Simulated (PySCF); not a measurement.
**Dipole moment and polarisability of Si(OH)H3**

Compound: Si(OH)H3.
Geometry (PBE0-D3(BJ)/def2-SVP, Å), atoms numbered from 1 in this order:
```
atom  x, y, z in Å
Si1   -0.0651   -0.1234   -0.3688
O2    -0.0600   -0.0914    1.2964
H3     0.3552    0.6675    1.7151
H4     1.3219   -0.1343   -0.9329
H5    -0.7830    1.0555   -0.9497
H6    -0.7689   -1.3738   -0.7602
```

Level: wB97X-D/def2-SVPD (PySCF), static field, nuclei fixed, core orbitals frozen in the response. The polarisability tensor in these axes (au):

```
x   32.89  0.17  0.16
y    0.17 33.12  0.32
z    0.16  0.32 34.00
```

Diagonalise the tensor; give its mean and Δα, where Δα² is half the sum of the squared differences of the eigenvalues.

Principal values 32.80, 33.07 and 34.14 au; mean 33.34 au = 4.94 Å³ = 5.50 × 10⁻⁴⁰ C²·m²/J; Δα = 1.22 au (4 % of the mean).

What is the dipole moment, and where does it point?

(0.64, 1.16, -0.10) D, 1.33 D in size, pointing from the negative to the positive side. Measured along this direction, the outermost atoms are H6 at the negative end and H3, H5 and H4 at the positive end.

Give the eigenvalues of the traceless quadrupole moment Θ = ½Σq(3rr − r²1), origin at the centre of nuclear charge.

-3.68, -1.53, 5.21 D·Å. The values depend on the origin, since the dipole doesn't vanish. The electronic extent ⟨r²⟩ about the same centre is 142 bohr², a root-mean-square distance of 1.24 Å for the 26 electrons.

Refractivity n − 1 of an ideal gas of it at 500 K and 1 atm, from the electronic α?

N = p/kT = 1.4678 × 10¹⁹ cm⁻³, so n − 1 = 2π × N × 4.94 × 10⁻²⁴ cm³ = 456 × 10⁻⁶ at long wavelengths, for an ideal gas.

In a dilute gas of rigid molecules at 273 K, how does the orientational term μ²/3kT compare with the electronic polarisability?

In Gaussian units μ²/3kT = 15.68 Å³ against 4.94 Å³, a ratio of 3.17; the Debye molar polarisation (4π/3)N_A(α + μ²/3kT) is 52.0 cm³/mol, leaving out the vibrational part.

Geometry: PBE0-D3(BJ)/def2-SVP; no solvent, vibrations or thermal averaging.
